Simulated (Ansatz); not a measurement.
Basis-set extrapolation for C$_{3}$H$_{5}$NO, SMILES `COCC#N` (PBE0-D4/def2-TZVP geometry, frozen core, Ansatz). Multiplicity 1, RHF reference.

```tsv
	def2-TZVPP	def2-QZVPP
HF	-245.893660	-245.904483
MP2 correlation	-0.914182	-0.977086
CCSD(T) correlation	-0.979636	-1.036397
```

Energies in hartree. Use E(X) = E(∞) + A·exp(−7.88·√X) for Hartree–Fock and E(X) = E(∞) + B·X^(−2.97) for correlation, with X = 3 and 4.

**Question.** What is the CCSD(T) energy at the basis-set limit?

**Answer.** HF limit: -245.904483 + (-0.010823) × 0.13774 = -245.90597. Correlation limit: -1.036397 + (-0.056761) × 0.74074 = -1.07844. Total: -246.98441 hartree, 3.02 eV below CCSD(T)/def2-TZVPP.
